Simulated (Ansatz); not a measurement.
# C₄H₂: state-averaged CASSCF

Calculated in Ansatz's Gaussian-basis code. State-averaged CASSCF with equal weights; occupations are averaged over the states; levels count from the state that is lowest in CASSCF. CASSCF levels without dynamic correlation can be off by over 1 eV. Solutions may break the symmetry of the shape. Lower solutions, or ones in other orbitals, may exist.

Geometry:

```xyz
6

H     0.0010   -0.0123   -2.9921
C     0.0097   -0.0130   -1.9211
C    -0.0149    0.0128   -0.6901
C     0.0137    0.0119    0.6948
C    -0.0181   -0.0069    1.9047
H     0.0176    0.0082    2.9716
```

Basis cc-pVTZ, nonrelativistic, 4 orbitals frozen in the corrections; active space CAS(8,8). Averaged: 1 triplet, 1 quintet.

(1) Give the levels in order, with their spins.

Answers

(1) 

```tsv
state	CASSCF (eV)
triplet	0.000
quintet	4.184
```

Occupations: 1.91, 1.91, 1.27, 1.26, 0.75, 0.74, 0.08, 0.08.
